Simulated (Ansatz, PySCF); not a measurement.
UKS-B3LYP/6-31G* against FCI for diatomic hydrides: energy from the minimum to the longest scanned distance (2.9 to 4 times the starting length).

Values in kJ/mol, from Ansatz (a program for electronic structure) and PySCF. Where two bases are given, the first is that of UKS-B3LYP/6-31G*. Full CI is exact in its basis, with frozen cores. Scans on which UKS-B3LYP/6-31G* failed, held another spin at the minimum or broke off are missing, so the means are lower bounds.

| system | basis | UKS-B3LYP/6-31G* | FCI | UKS-B3LYP/6-31G* − FCI |
|---|---|---|---|---|
| HLi singlet | 6-31G* / aug-cc-pVTZ | 238 | 238 | 0 |
| HN triplet | 6-31G* / aug-cc-pVDZ | 353 | 314 | 38 |
| HCl cation doublet | 6-31G* / cc-pVDZ | 318 | 423 | -106 |
| HSi doublet | 6-31G* / cc-pVTZ | 306 | 299 | 8 |
| HF singlet | 6-31G* / cc-pVDZ | 533 | 529 | 4 |
| HBe doublet | 6-31G* / cc-pVDZ | 242 | 190 | 52 |
| HF cation doublet | 6-31G* / cc-pVDZ | 303 | 365 | -62 |
| HBe cation singlet | 6-31G* / aug-cc-pVDZ | 296 | 289 | 7 |
| HGa singlet | 6-31G* / def2-TZVP | 282 | 276 | 6 |
| HP triplet | 6-31G* / aug-cc-pVDZ | 312 | 276 | 36 |
| HP triplet | 6-31G* / cc-pVTZ | 312 | 294 | 18 |

The mean difference from FCI is 0 kJ/mol (median 7) and the mean absolute one 31 kJ/mol (median 18); UKS-B3LYP/6-31G* lies above in 9 and below in 2 of 11 cases. It is closest for HLi singlet (0), HF singlet (4), HGa singlet (6) and furthest off for HCl cation doublet (-106), HF cation doublet (-62), HBe doublet (52).
